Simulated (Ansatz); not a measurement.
Consider the formal loss of a carbene: `CC(C)C(F)F` → `CC(C)F` + `[CH]F`.

Isolated molecules relaxed with PBE0-D4/def2-TZVP in Ansatz; ΔE leaves out vibrations. CCSD(T)/CBS adds triple-zeta CCSD(T) − MP2 to the extrapolated MP2 energy (def2 sets, frozen cores). This one scheme is used for every species. Functionals use def2-TZVPP. B3LYP here is the variant with VWN-RPA as its local correlation; programs differ in this. One conformer a species, not always the lowest.

```tsv
level	ΔE (kcal/mol)	difference from CCSD(T)/CBS
r2SCAN-D4	101.3	5.1
B3LYP-D4	94.6	-1.6
CAM-B3LYP-D4	97.4	1.2
PBE-QIDH	102.9	6.7
r2SCAN0	102.3	6.1
CAM-B3LYP	95.6	-0.6
HF/def2-SVP	90.0	-6.2
MP2/def2-TZVPP	102.5	6.3
SCS-MP2/def2-TZVPP	97.3	1.1
MP2/CBS(def2)	103.2	7.0
CCSD(T)/CBS	96.2	0
```

Largest T1 diagnostic among the species: 0.018.

From r2SCAN to r2SCAN0 (25 % exact exchange), in def2-TZVPP and without D4, ΔE moves by +1.5 kcal/mol. Leaving LDA and LC-ωPBE aside and taking each functional with its dispersion term where it has one, the values, not all of them listed here, spread over 11.7 kcal/mol, from BLYP-D4 to PBE-QIDH. LDA lies +16.4 kcal/mol from PBE without D4. The D4 term adds +3.2 kcal/mol with B3LYP and +1.7 kcal/mol with PBE0; it sums over pairs of atoms, weighted by their polarisabilities, and B3LYP, whose exchange is more repulsive, gets the larger term.

CCSD(T)/CBS has its own doubt, a few kJ/mol and more with outer-core shells, so smaller differences from it don't rank the levels.
